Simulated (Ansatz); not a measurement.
hcp Zn, treated with PBE-D4 (plane waves, PAW; Ansatz, a quantum-chemistry and plane-wave program).

Run with plane-wave cutoff 500 eV, 36×36×16 k mesh (along the axes of the cell as run), Fermi–Dirac smearing 0.1 eV, scalar-relativistic PAW data made under PBE.

Computed at the level's own relaxed cell.

**Question.** Estimate the volume per atom, lattice constant a and lattice parameter c that the calculation returns.

**Answer.** 
- volume per atom: 14.49 Å³/atom
- lattice constant a: 2.626 Å
- lattice parameter c: 4.852 Å

Measured, for comparison: lattice constant a 2.665 Å (293 K, no zero-point or thermal correction, our sources range from 2.660 to 2.665; as tabulated in Wikipedia's data pages); lattice parameter c 4.946 Å (293 K, no zero-point or thermal correction; as tabulated in Wikipedia's data pages). Computed (rounded) less measured: lattice constant a -1.5 % (-1.3 % to -1.5 % over the range), lattice parameter c -1.9 %. A static lattice is as a rule a little smaller and stiffer than an uncorrected measurement, which narrows the difference in the lattice constant a, lattice parameter c and would widen misses of the other sign.

Computed values are for the static lattice.

It cost roughly 4 core-minutes of CPU time.
